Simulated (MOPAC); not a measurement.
Input for MOPAC: AM1 on OHH2ts, 2S+1 = 2.

```
AM1 1SCF PRECISE CHARGE=0 UHF MS=0.5 THREADS=1
H3O

O     -0.30106400 1    -0.10804900 1    -0.00000800 1
H     -0.42794500 1     0.85156900 1     0.00001600 1
H      1.01548600 1    -0.10036700 1     0.00011900 1
H      1.82096800 1     0.11318700 1    -0.00007300 1
```

The log:

```
*******************************************************************************
 **                                                                           **
 **                              MOPAC v23.2.5                                **
 **                                                                           **
 *******************************************************************************
 ** MOPAC's Digital Object Identifier: https://doi.org/10.5281/zenodo.6511958 **
 **                                                                           **
 ** Please cite the open-source release paper for use of this MOPAC version:  **
 ** J. E. Moussa and J. J. P. Stewart (2026)                                  **
 ** MOPAC: An open-source semiempirical molecular orbital program             **
 ** J. Open Source Softw., 11(119), 8025, https://doi.org/10.21105/joss.08025 **
 *******************************************************************************

                              AM1 CALCULATION RESULTS

 *******************************************************************************
 *  AM1        - The AM1 Hamiltonian to be used
 *  UHF        - UNRESTRICTED HARTREE-FOCK CALCULATION
 *
 *
 *
 *                 CHARGE ON SYSTEM = 0
 *
 *
 *
 *  MS=        - IN MECI, MAGNETIC COMPONENT OF SPIN =  0.5
 *  PRECISE    - TIGHTER CRITERIA TO BE USED
 *  1SCF       - DO 1 SCF AND THEN STOP
 *  THREADS=1  - MULTI-THREADING NOT USED
 *  T=         - A TIME OF 172800.0 SECONDS REQUESTED
 *  DUMP=N     - RESTART FILE WRITTEN EVERY 7200.0 SECONDS REQUESTED
 *******************************************************************************
AM1 1SCF PRECISE CHARGE=0 UHF MS=0.5 THREADS=1
 H3O

   ATOM   CHEMICAL          X               Y               Z
  NUMBER   SYMBOL      (ANGSTROMS)     (ANGSTROMS)     (ANGSTROMS)

     1       O         -0.30106400  *  -0.10804900  *  -0.00000800  *
     2       H         -0.42794500  *   0.85156900  *   0.00001600  *
     3       H          1.01548600  *  -0.10036700  *   0.00011900  *
     4       H          1.82096800  *   0.11318700  *  -0.00007300  *



          CARTESIAN COORDINATES

    NO.       ATOM           X           Y           Z

     1         O         -0.3011     -0.1080     -0.0000
     2         H         -0.4279      0.8516      0.0000
     3         H          1.0155     -0.1004      0.0001
     4         H          1.8210      0.1132     -0.0001

  H: (AM1): M.J.S. DEWAR ET AL, J. AM. CHEM. SOC. 107 3902-3909 (1985)
  O: (AM1): M.J.S. DEWAR ET AL, J. AM. CHEM. SOC. 107 3902-3909 (1985)

           Empirical Formula: H3 O  =     4 atoms



      MOLECULAR POINT GROUP   :   Cs


          UHF CALCULATION, NO. OF ALPHA ELECTRONS =    5
                           NO. OF BETA  ELECTRONS =    4

 -------------------------------------------------------------------------------
 AM1 1SCF PRECISE CHARGE=0 UHF MS=0.5 THREADS=1
 H3O



     1SCF WAS SPECIFIED, SO BFGS WAS NOT USED
     SCF FIELD WAS ACHIEVED


                              AM1 CALCULATION
                                                       MOPAC v23.2.5 Linux




          FINAL HEAT OF FORMATION =          8.91547 KCAL/MOL =      37.30232 KJ/MOL


          COSMO AREA              =         52.24 SQUARE ANGSTROMS
          COSMO VOLUME            =         32.09 CUBIC ANGSTROMS

          IONIZATION POTENTIAL    =         11.200709 EV
          ALPHA SOMO LUMO (EV)    =        -11.201  3.627
          BETA  SOMO LUMO (EV)    =        -12.040 -0.415
          NO. OF ALPHA ELECTRONS  =          5
          NO. OF BETA  ELECTRONS  =          4
          MOLECULAR WEIGHT        =         19.0231         POINT GROUP:  Cs

          MOLECULAR DIMENSIONS (Angstroms)

            Atom       Atom       Distance
            H     4    H     2     2.36703
            O     1    H     4     0.87215
            H     3    H     2     0.00017


          SCF CALCULATIONS        =          1





   ATOM   CHEMICAL          X               Y               Z
  NUMBER   SYMBOL      (ANGSTROMS)     (ANGSTROMS)     (ANGSTROMS)

     1       O         -0.30106400  *  -0.10804900  *  -0.00000800  *
     2       H         -0.42794500  *   0.85156900  *   0.00001600  *
     3       H          1.01548600  *  -0.10036700  *   0.00011900  *
     4       H          1.82096800  *   0.11318700  *  -0.00007300  *

                             CARTESIAN COORDINATES

   1    O       -0.301064000    -0.108049000    -0.000008000
   2    H       -0.427945000     0.851569000     0.000016000
   3    H        1.015486000    -0.100367000     0.000119000
   4    H        1.820968000     0.113187000    -0.000073000


           Empirical Formula: H3 O  =     4 atoms



      MOLECULAR POINT GROUP   :   Cs


          ALPHA EIGENVALUES
 -35.78282 -17.65771 -16.33953 -12.59344 -11.20071   3.62652   5.33379


           BETA EIGENVALUES
 -33.45057 -16.41207 -14.73287 -12.04008  -0.41470   4.71942   5.62348


              NET ATOMIC CHARGES AND DIPOLE CONTRIBUTIONS

  ATOM NO.   TYPE          CHARGE      No. of ELECS.   s-Pop       p-Pop
    1          O          -0.331920        6.3319     1.92542     4.40650
    2          H           0.175331        0.8247     0.82467
    3          H           0.130415        0.8696     0.86959
    4          H           0.026174        0.9738     0.97383
 DIPOLE           X         Y         Z       TOTAL
 POINT-CHG.     0.985     0.841     0.000     1.295
 HYBRID         0.131     0.552     0.000     0.567
 SUM            1.115     1.393     0.000     1.784


          ATOMIC ORBITAL ELECTRON POPULATIONS

     Atom    s        px        py        pz
    1  O   1.92542   1.16604   1.24045   2.00000
    2  H   0.82467
    3  H   0.86959
    4  H   0.97383


                    (SZ)    =    0.500000
                    (S**2)  =    0.778495


          ATOMIC ORBITAL SPIN POPULATIONS

    Atom   Total    s     px     py     pz
         Atomic
    1  O  0.7036  0.004  0.664  0.036  0.000
    2  H -0.0228 -0.023
    3  H -0.1457 -0.146
    4  H  0.4649  0.465

 **********************
 *                    *
 * JOB ENDED NORMALLY *
 *                    *
 **********************




 == MOPAC DONE ==
```

The run finished.

Cost: very roughly 0.020 core-seconds.
